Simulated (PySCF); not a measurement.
**Reading a saddle point**

A first-order saddle point of BH5SO, closed shell, PBE0-D4/def2-TZVP, with one imaginary mode of 1114i cm⁻¹:

```xyz
8
angstrom
B -0.2980 -0.4829 -0.4375
S 1.5030 0.4767 -0.2188
H -0.0499 -1.6563 -0.3677
H -0.8397 -0.0674 -1.4204
H 0.4031 0.5739 0.8591
O -0.8577 0.0989 0.8554
H 1.1486 1.6442 -0.7817
H -1.0094 -0.5874 1.5116
```

PySCF 2.14 with density fitting (its default auxiliary sets; JK sets also for MP2 and CCSD(T)); basis: def2-TZVPP and def2-QZVPP; cores frozen in the correlated methods. Extrapolation: Hartree–Fock as exp(−7.88 √X), correlation as X^−2.97.

Problem. Which contacts change along the imaginary mode, and what lies on either side? (Judge from chemistry; the calculation decides.)

Solution. By the calculation: The step is BH₃S ([BH2][SH]) + H₂O → BH₃O ([BH2][OH]) + H₂S, with the molecules in contact on both sides. Shortening one way: B1–O6, S2–H5; lengthening the same way: B1–S2, H5–O6.
```json
{"pair": "B1–O6", "one side (Å)": "1.72", "saddle (Å)": "1.52", "other side (Å)": "1.35"}
{"pair": "S2–H5", "one side (Å)": "2.48", "saddle (Å)": "1.54", "other side (Å)": "1.34"}
{"pair": "B1–S2", "one side (Å)": "1.87", "saddle (Å)": "2.05", "other side (Å)": "3.05"}
{"pair": "H5–O6", "one side (Å)": "0.97", "saddle (Å)": "1.35", "other side (Å)": "3.31"}
```

Problem. Which side is lower, and how far does the saddle lie above each? (To be estimated.)

Solution. Computed: The side with B1–O6, S2–H5 short is lower by 5.75 kcal/mol; the saddle lies 22.46 kcal/mol above it and 16.71 kcal/mol above the other (CCSD(T) at an estimated basis limit (MP2 extrapolated from triple and quadruple zeta, plus CCSD(T) − MP2 in triple zeta); electronic energies).

T1 diagnostic: at most 0.013.

Labels in which every atom is bracketed show which atoms are joined, not bond orders.

For scale, one of the runs: CCSD(T)/def2-TZVPP, 174 basis functions, launched by `OMP_NUM_THREADS=4 python run.py`. Time: 2.9 min of wall clock on 4 CPU threads of an Arm Neoverse V1; the host was shared. Peak host memory: 1.5 GiB.
